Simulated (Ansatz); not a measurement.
`N=CN=C(F)S` at its PBE0-D4/def2-TZVP geometry, where that method's forces vanish. The species carries charge 0 and has multiplicity 1.

```xyz
9

N    -0.9747    1.8607   -1.1028
C    -0.1222    1.2191   -0.4297
N    -0.2627   -0.1361   -0.1048
C     0.6158   -0.7314    0.5617
F     1.7395   -0.1622    1.0170
S     0.5823   -2.4024    1.0415
H    -1.7478    1.2423   -1.3555
H     0.7717    1.7365   -0.0784
H    -0.6018   -2.6265    0.4511
```

Question: What forces (eV/Å) does B3LYP-D4/def2-TZVPP give on these atoms in Ansatz 0.2.0? (Best estimate.)

Answer: Computed: 
```
N1  -0.150  0.074 -0.107
C2   0.182  0.148  0.059
N3  -0.053 -0.025 -0.022
C4  -0.268 -0.129 -0.110
F5   0.399  0.223  0.155
S6  -0.040 -0.253  0.054
H7  -0.020  0.036 -0.022
H8  -0.064 -0.038 -0.025
H9   0.012 -0.037  0.017
```

B3LYP here is the variant with VWN-RPA as its local correlation; programs differ in this.
